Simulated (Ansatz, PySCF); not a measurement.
Stepwise substitution at one centre (Si SH-H). Gas-phase values, no solvent. One relaxed conformer stands for each flexible species; it need not be the lowest. Strings in code marks are SMILES.

Quantity: redistribution energy (mixed species minus the weighted end members), in kJ/mol.

Level 1: PBE0-D3(BJ)/def2-TZVP (PySCF)
Level 2: B3LYP/3-21G // PBE0-D3(BJ)/def2-TZVP (PySCF)
Level 3: SVWN5/6-31G* // PBE0-D3(BJ)/def2-TZVP (PySCF)
Level 4: HF/cc-pVTZ // PBE0-D3(BJ)/def2-TZVP (Ansatz, a program for electronic structure)

| species | level 1 | level 2 | level 3 | level 4 |
|---|---|---|---|---|
| 3 of 4 SH replaced by H: `[SiH3]S` | 8.75 | 7.77 | 12.53 | 1.00 |
| 2 of 4 SH replaced by H: `S[SiH2]S` (H–S–Si–S torsion 56°, S–Si–S–H torsion 56°) | 5.52 | 3.69 | 7.92 | -3.11 |
| 1 of 4 SH replaced by H: `S[SiH](S)S` | 7.25 | 13.64 | 13.21 | -0.51 |
